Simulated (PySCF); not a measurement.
SiH, optimised at HF/6-31G*:

```xyz
2

Si     0.0053    -0.5586     0.5118
H     -0.0053     0.5586    -0.5118
```

Method: PySCF energies (xtb for GFN2) plus ideal-gas RRHO corrections (1 bar). 6-31G* has spherical d functions here. Open shells (unrestricted): SiH (multiplicity 2). GFN2 has no spin-polarisation term. Spin-orbit splitting is ignored; it lowers the true energy and changes the entropy of SiH. B3LYP is the form with VWN-RPA correlation.

Task: List the harmonic frequencies (cm⁻¹, unscaled) at this level and at the other levels, each on its own geometry.

Result: 
- HF/6-31G*: 2178
- B3LYP/6-31G*: 2016
- GFN2-xTB: 1740
- PBE/def2-SVP: 1949
- PBE0/def2-TZVP: 2023
